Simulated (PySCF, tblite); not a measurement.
Potential energy curve for N2, singlet.

- GFN2-xTB, 300 K electronic temperature (tblite)
- UCCSD(T) = CCSD(T) on UHF/6-31G, 2 core orbitals frozen (PySCF 2.14.0)

Energies relative to the lowest point of each curve near equilibrium, in kJ/mol; the last columns give the difference from UCCSD(T):

```json
[
 {"R / Å": "0.87", "GFN2-xTB": "714.9", "UCCSD(T)": "861.0", "GFN2-xTB − UCCSD(T)": "-146.1"},
 {"R / Å": "0.92", "GFN2-xTB": "377.1", "UCCSD(T)": "491.7", "GFN2-xTB − UCCSD(T)": "-114.6"},
 {"R / Å": "0.97", "GFN2-xTB": "169.5", "UCCSD(T)": "251.3", "GFN2-xTB − UCCSD(T)": "-81.9"},
 {"R / Å": "1.03", "GFN2-xTB": "40.4", "UCCSD(T)": "85.4", "GFN2-xTB − UCCSD(T)": "-45.0"},
 {"R / Å": "1.05", "GFN2-xTB": "18.9", "UCCSD(T)": "52.5", "GFN2-xTB − UCCSD(T)": "-33.6"},
 {"R / Å": "1.09", "GFN2-xTB": "0.0", "UCCSD(T)": "12.4", "GFN2-xTB − UCCSD(T)": "-12.4"},
 {"R / Å": "1.13", "GFN2-xTB": "6.4", "UCCSD(T)": "0.0", "GFN2-xTB − UCCSD(T)": "6.4"},
 {"R / Å": "1.15", "GFN2-xTB": "16.9", "UCCSD(T)": "2.9", "GFN2-xTB − UCCSD(T)": "14.0"},
 {"R / Å": "1.19", "GFN2-xTB": "49.2", "UCCSD(T)": "20.5", "GFN2-xTB − UCCSD(T)": "28.7"},
 {"R / Å": "1.26", "GFN2-xTB": "131.1", "UCCSD(T)": "78.1", "GFN2-xTB − UCCSD(T)": "53.0"},
 {"R / Å": "1.35", "GFN2-xTB": "261.6", "UCCSD(T)": "178.8", "GFN2-xTB − UCCSD(T)": "82.7"},
 {"R / Å": "1.48", "GFN2-xTB": "462.2", "UCCSD(T)": "335.8", "GFN2-xTB − UCCSD(T)": "126.4"},
 {"R / Å": "1.64", "GFN2-xTB": "690.0", "UCCSD(T)": "500.9", "GFN2-xTB − UCCSD(T)": "189.0"},
 {"R / Å": "1.79", "GFN2-xTB": "867.5", "UCCSD(T)": "600.2", "GFN2-xTB − UCCSD(T)": "267.2"},
 {"R / Å": "1.96", "GFN2-xTB": "1025.8", "UCCSD(T)": "657.8", "GFN2-xTB − UCCSD(T)": "368.0"},
 {"R / Å": "2.19", "GFN2-xTB": "1181.1", "UCCSD(T)": "687.9", "GFN2-xTB − UCCSD(T)": "493.2"},
 {"R / Å": "2.41", "GFN2-xTB": "1280.6", "UCCSD(T)": "695.6", "GFN2-xTB − UCCSD(T)": "585.0"},
 {"R / Å": "2.68", "GFN2-xTB": "1355.6", "UCCSD(T)": "697.2", "GFN2-xTB − UCCSD(T)": "658.4"},
 {"R / Å": "2.92", "GFN2-xTB": "1392.4", "UCCSD(T)": "697.4", "GFN2-xTB − UCCSD(T)": "695.1"},
 {"R / Å": "3.23", "GFN2-xTB": "1416.6", "UCCSD(T)": "697.5", "GFN2-xTB − UCCSD(T)": "719.1"},
 {"R / Å": "3.77", "GFN2-xTB": "1427.7", "UCCSD(T)": "698.1", "GFN2-xTB − UCCSD(T)": "729.6"},
 {"R / Å": "4.39", "GFN2-xTB": "1428.5", "UCCSD(T)": "698.5", "GFN2-xTB − UCCSD(T)": "729.9"}
]
```

GFN2-xTB is furthest from UCCSD(T) at 4.39 (729.9 kJ/mol, above); its mean absolute difference over the points is 280.9 kJ/mol.

The unrestricted solution behind UCCSD(T) changes between 1.19 and 1.26 Å and between 1.48 and 1.64 Å, which can leave a kink. The unrestricted determinant behind UCCSD(T) is spin-contaminated at 1.13 to 4.39 Å (<S²> up to 3.0, against 0.00 for a pure singlet).
